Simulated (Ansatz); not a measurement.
# PH₂+ (triplet): the correlation ladder at distance P1–H2 = 1.997 Å, cc-pVDZ

Aim: climb from Hartree-Fock through coupled cluster and multireference methods for PH₂+ (triplet) at one geometry and basis, and see what each rung misses.

Program: Ansatz 0.2.0, Gaussian basis. Level of theory: cc-pVDZ, core rule «outside noble gas», up to 5 orbitals frozen. These are calculated values, not measurements.

Plan: UHF; CCSD(T) on ROHF; CCSD(T) on UHF; BCCD(T) on ROHF; CISD; CCSDT(Q) on ROHF; CCSDT(Q) on UHF; CASSCF and MRCISD+Q, 4 electrons in 4 orbitals; CASSCF and NEVPT2, 4 electrons in 4 orbitals; CASSCF and MRCISD+Q, 6 electrons in 6 orbitals; CASSCF and MRCISD+Q(relaxed), 6 electrons in 6 orbitals; CASSCF and NEVPT2, 6 electrons in 6 orbitals; Full CI.

20 further runs of the same task are left out: 16 that didn't finish, 4 set aside as unsound or not needed.

## (1) What is computed

The geometry derives from a PBE0/def2-TZVP stationary point (not a proven minimum). One bond is set to the value named and the two fragments are kept rigid.

3 atoms, charge 1, spin multiplicity 3.

Atoms are counted from 1 here; the program's logs count them from 0.

Bond lengths: P1–H3 1.416 Å.

## (2) UHF

Input file in.yaml:

```yaml
crystal:
  periodic: [false, false, false]
  atoms:
    - {symbol: P, position_ang: [0.000000, -0.050391, 0.015541]}
    - {symbol: H, position_ang: [0.000000, 0.914620, -1.732819]}
    - {symbol: H, position_ang: [0.000000, 0.633874, 1.255259]}
basis:
  gaussian: {orbitals: cc-pVDZ}
total_charge: 1
magnetization: {spin_polarized: true, initial_magnetization: 2}
hamiltonian: {xc: hf}
output: {orbitals: {seedname: orbitals}}
```

The run is started by

```console
$ ansatz run in.yaml --threads 1 --pin off --events-out ev --progress --plain --max-ram 2393MiB
```

Further steps of the session: CCSD(T) on ROHF; CCSD(T) on UHF; BCCD(T) on ROHF; CISD; CCSDT(Q) on ROHF; CCSDT(Q) on UHF; CASSCF and MRCISD+Q, 4 electrons in 4 orbitals; CASSCF and NEVPT2, 4 electrons in 4 orbitals; CASSCF and MRCISD+Q, 6 electrons in 6 orbitals; CASSCF and MRCISD+Q(relaxed), 6 electrons in 6 orbitals; CASSCF and NEVPT2, 6 electrons in 6 orbitals; Full CI.

**Question.** What will the summary of the whole plan be? Wanted: FCI below the RHF energy; RMP2 from FCI; UMP2 from FCI; RCCSD from FCI; RCCSD(T) from FCI; UCCSD(T) from FCI; RCCSDT(Q) from FCI; UCCSDT(Q) from FCI; NEVPT2 pair from FCI.

The runs gave:

| quantity | value |
| --- | --- |
| FCI below the RHF energy | -3.3391 eV |
| RMP2 from FCI | +20.00 kcal/mol |
| UMP2 from FCI | +22.57 kcal/mol |
| RCCSD from FCI | +2.88 kcal/mol |
| RCCSD(T) from FCI | +0.78 kcal/mol |
| UCCSD(T) from FCI | +0.89 kcal/mol |
| RCCSDT(Q) from FCI | +0.02 kcal/mol |
| UCCSDT(Q) from FCI | +0.01 kcal/mol |
| NEVPT2 pair from FCI | +14.90 kcal/mol |
| MRCISD+Q pair from FCI | +0.13 kcal/mol |
| NEVPT2 valence from FCI | +12.08 kcal/mol |
| levels within 1 kcal/mol (43 meV) | RCCSD(T), UCCSD(T), BCCD(T), RCCSDT, UCCSDT, RCCSDT(Q), UCCSDT(Q), MRCISD+Q pair, MRCISD+Q valence, MRCISD+Q(relaxed) valence |
| T1 diagnostic | 0.026 |
| effectively unpaired electrons | 2.07 |

What this shows: RCCSD(T) misses by +0.78 kcal/mol, 1.0 % of the correlation energy. MRCISD+Q(relaxed) valence falls below full CI: the +Q correction isn't variational, and the cores differ from full CI's. One determinant dominates. Of the multireference levels listed MRCISD+Q pair comes nearest in total energy (+0.13 kcal/mol), which doesn't show that its space is the better one. These misses are within one basis, not against nature; the frozen cores of restricted and unrestricted runs differ, which can shift their rows.
